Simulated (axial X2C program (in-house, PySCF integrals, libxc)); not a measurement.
Testing model relations on MgSi⁺

A bond curve at the CCSD(T) level, two-component, was computed with an in-house relativistic program for diatomic molecules (basis Si dyall-v3z [8s7p2d1f], Mg dyall-cv3z [9s8p6d3f] (cores contracted in-house)) for the state Ω = 1/2 (⟨Sz⟩ = -0.50, ⟨Lz⟩ = 1.00 at HF). Its fit gives Re = 2.7170 Å, ωe = 277.5 cm⁻¹, ωexe = 1.49 cm⁻¹ and αe = 1.408e-03 cm⁻¹; the masses are 27.9769 and 23.9850 u. Two-component means X2C with spin–orbit coupling and atomic mean-field Coulomb and Gaunt terms.

Correlated methods: 5 electrons correlated (number of frozen shells: Si 2 s, 1 p; Mg 2 s, 1 p), 215 virtual spin orbitals or spinors in MP2, 84 natural virtuals in coupled cluster.

Find the reduced mass, Be and the force constant.

From the CCSD(T) values: μ = 12.9138 u. Be = 16.8576/(μ Re²) = 0.1768 cm⁻¹. k = 5.8918×10⁻⁷ μ ωe² = 0.586 mdyn/Å.

Estimate the centrifugal constant by the Kratzer relation.

D = 4Be³/ωe² = 2.87e-07 cm⁻¹.

Estimate De from a Morse curve and compare with the computed well depth of 1.733 eV to Si + Mg+.

De(Morse) = ωe²/(4ωexe) = 1.602 eV against 1.733 eV computed, a ratio of 0.92. For De the Morse form works well here.

Where do the fundamental and the first overtone lie?

ν(1←0) = ωe − 2ωexe = 274.5 cm⁻¹; ν(2←0) = 2ωe − 6ωexe = 546.1 cm⁻¹.

A Morse curve ties αe to the other constants (Pekeris). How well does that hold?

αe(Morse) = 6Be²/ωe × (√(ωexe/Be) − 1) = 1.286e-03 cm⁻¹; the CCSD(T) curve gives 1.408e-03 cm⁻¹, a ratio of 0.91.

The state is a single determinant with fixed occupations, the lowest that a limited PBE0 search found. De is counted from the lowest determinant-based energies of the atoms at the same level, without counterpoise correction. Coupled cluster ran in a truncated set of natural virtual spinors; the MP2 energy of the rest was added. (T) has no such correction and the atoms are truncated less, which lowers De at CCSD(T) by a hundredth of an eV or more. In 2c an atomic determinant is not the ground J level, so De misses part of the atomic spin–orbit lowering. This holds for CCSD(T).
